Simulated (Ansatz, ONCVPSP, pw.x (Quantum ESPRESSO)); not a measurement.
# Ge (Z = 32): does the ONCV potential hold in the solid?

germanium, optimised norm-conserving Vanderbilt (ONCV), made with ONCVPSP 4.0.1.1 (patched build) (PBEsol, scalar-relativistic). Core [Ar] 3d10, reference 4s2 4p1 (charge +1). Waves: 4s: rc 1.65 bohr, ncon 3, nbas 7, qcut 4.9 1/bohr, 1 projector; 4p: rc 2.15 bohr, ncon 4, nbas 7, qcut 3.1 1/bohr, 3 projectors, debl 3.4 Ha; d scattering state at 0.24 Ha: rc 2.00 bohr, ncon 4, nbas 7, qcut 5.6 1/bohr, 2 projectors, debl 2.5 Ha. Local part: polynomial inside 1.05 bohr (lpopt 3, dvloc0 1 Ha). Core correction: Teter function, fcfact 4.7, rcfact 1.3.

Crystal test: diamond Ge in pw.x 7.5, no spin, 8³ k-points, Fermi–Dirac smearing 0.01 Ry, cutoffs 65/260 Ry. The reference is all-electron LAPW (Ansatz 0.2.0) with the same functional, mesh and smearing; V0 and B0 come from Birch–Murnaghan fits to the pressures at five volumes. Errors are pseudo minus all-electron; Δ is the rms difference of the E(V) curves that follow from these fits, minima aligned, over ±6 % about the mean V0. Mesh and smearing are coarse, so the numbers serve the comparison and aren't converged zero-temperature values; the lattice is a test structure that the element need not adopt.

All-electron: a0 = 5.678 Å (V0 = 22.88 Å³/atom), B0 = 65.5 GPa.

How far does the potential miss the all-electron equation of state?

mean pressure error (GPa): -0.96; a0 (Å): 5.651; a0 error (%): -0.48; B0 error (%): +6.1; Δ (meV/atom): 4.8. Note: ghosts flagged at negative energy: s at -13.1 eV; GHOST(+) flagged for p at 333.7 eV. A true bound ghost makes a file unfit for plane-wave use. Atomic configuration tests: 2 of 4 tests not solved or not reliable.

| V (Å³/atom) | P all-electron (GPa) | P pseudo (GPa) |
| --- | --- | --- |
| 21.728 | 3.83 | 2.84 |
| 22.300 | 1.79 | 0.81 |
| 22.872 | 0.03 | -0.94 |
| 23.444 | -1.49 | -2.45 |
| 24.016 | -2.83 | -3.76 |

At the middle volume, how do free energy and pressure move when the wave cutoff is lowered (ecutrho kept at four times it)?

```
cutoff (Ry)  shift of F (meV/atom)  shift of P (GPa)
         29                  +33.9             +0.09
         39                  +23.5             +0.09
         52                   +8.6             -0.04
```

The run at the middle volume (29 k-points, 8 iterations) took about 7.8 s on one core of a shared host (Intel(R) Xeon(R) 6975P-C, 192 threads, 756 GiB, load 61).
